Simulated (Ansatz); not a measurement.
Process, species as SMILES: OCl (OH-Cl) → Cl atom + H atom + O atom
B3LYP-D3(BJ)/def2-TZVP geometries, fixed; electronic energies without zero-point terms.

Basis-set convergence of the atomisation energy at wB97M-V with Ansatz (a first-principles code). Cartesian d functions, on some or all atoms, in 6-31G*, 6-31+G*, 6-311G**, 6-311+G**; all else is spherical. The program fits the integrals of some runs and decomposes those of others, by size. Open shells are unrestricted. The functional holds VV10 correlation; no added dispersion term, no relativity. Functions are those of the species that has most. Reference: the value in pcseg-4, 167.17 kcal/mol, itself unsure by roughly 0.12 kcal/mol (its mean distance from aug-pcseg-3, aug-cc-pV(Q+d)Z, cc-pV(5+d)Z). Deviations are taken from unrounded values.

| basis | functions | atomisation energy (kcal/mol) |
|---|---|---|
| 6-31G* | 36 | 159.35 |
| 6-31+G* | 44 | 158.80 |
| def2-SVP | 37 | 162.15 |
| def2-SVPD | 58 | 163.34 |
| pcseg-1 | 37 | 157.45 |
| aug-pcseg-1 | 59 | 161.57 |
| cc-pV(D+d)Z | 42 | 160.74 |
| aug-cc-pV(D+d)Z | 64 | 164.38 |
| 6-311G** | 51 | 157.77 |
| 6-311+G** | 59 | 158.77 |
| def2-TZVP | 74 | 165.11 |
| def2-TZVPD | 95 | 165.65 |
| pcseg-2 | 78 | 165.72 |
| aug-pcseg-2 | 119 | 166.61 |
| cc-pV(T+d)Z | 83 | 166.05 |
| aug-cc-pV(T+d)Z | 124 | 166.41 |
| def2-TZVPP | 87 | 166.33 |
| def2-TZVPPD | 108 | 166.59 |
| cc-pV(Q+d)Z | 149 | 166.86 |
| aug-cc-pV(Q+d)Z | 215 | 166.98 |
| def2-QZVPP | 157 | 166.72 |
| def2-QZVPPD | 178 | 166.84 |
| pcseg-3 | 157 | 167.12 |
| aug-pcseg-3 | 223 | 167.17 |

What the diffuse functions change, pair by pair:
- 6-31G* to 6-31+G*: 8 more functions, deviation -7.82 to -8.37 kcal/mol
- def2-SVP to def2-SVPD: 21 more functions, deviation -5.02 to -3.83 kcal/mol
- pcseg-1 to aug-pcseg-1: 22 more functions, deviation -9.72 to -5.60 kcal/mol
- cc-pV(D+d)Z to aug-cc-pV(D+d)Z: 22 more functions, deviation -6.43 to -2.79 kcal/mol
- 6-311G** to 6-311+G**: 8 more functions, deviation -9.40 to -8.40 kcal/mol
- def2-TZVP to def2-TZVPD: 21 more functions, deviation -2.06 to -1.52 kcal/mol
- pcseg-2 to aug-pcseg-2: 41 more functions, deviation -1.46 to -0.56 kcal/mol
- cc-pV(T+d)Z to aug-cc-pV(T+d)Z: 41 more functions, deviation -1.13 to -0.76 kcal/mol
- def2-TZVPP to def2-TZVPPD: 21 more functions, deviation -0.84 to -0.58 kcal/mol
- cc-pV(Q+d)Z to aug-cc-pV(Q+d)Z: 66 more functions, deviation -0.31 to -0.19 kcal/mol
- def2-QZVPP to def2-QZVPPD: 21 more functions, deviation -0.45 to -0.33 kcal/mol
- pcseg-3 to aug-pcseg-3: 66 more functions, deviation -0.05 to 0.00 kcal/mol

They bring the value nearer the reference by more than 0.12 kcal/mol in 9 of 12 pairs.
